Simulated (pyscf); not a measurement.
HF (SMILES F) + H₂N–SiH•–F (SMILES N[SiH]F) → F–SiH•–F (SMILES F[SiH]F) + NH₃ (SMILES N), a four-centre exchange (doublet surface; F–H, N–Si broken, F–Si, H–N formed). Optimised with ωB97X-D3(BJ)/def2-SVP in PySCF. Energies in kcal/mol from the separated reactants.

AM1 to PM7: differences of heats of formation from MOPAC, which are fitted to 298 K values and so differ in kind from electronic energies by zero-point and thermal terms. Open shells are spin-unrestricted. 

Question: Quick PM7 single points give ΔE‡ = 30.8 kcal/mol and ΔE = -17.8 kcal/mol. What does ωB97M-D3(BJ)/def2-TZVP give, and how far is the quick result from it?

Answer: ωB97M-D3(BJ)/def2-TZVP gives ΔE‡ = 1.4 kcal/mol and ΔE = -19.3 kcal/mol. PM7 lies 29.5 kcal/mol over it in the barrier and 1.5 kcal/mol over it in the reaction energy, so on this step it does not hold to within 3.0 kcal/mol. ωB97M-D3(BJ)/def2-TZVP has limits of its own. On the reactant side the descent ends in a complex, 7.8 kcal/mol under the separated species and 9.7 kcal/mol under the saddle at ωB97X-D3(BJ)/def2-TZVP. On the product side the descent ends in an adduct with a N–Si contact, 5.1 kcal/mol under the separated species and 25.3 kcal/mol under the saddle at ωB97X-D3(BJ)/def2-TZVP. What is counted as broken (N–Si) persists as a longer contact in the product adduct; parting that adduct is a step of its own. One saddle was located; it need not be the lowest between these sides.
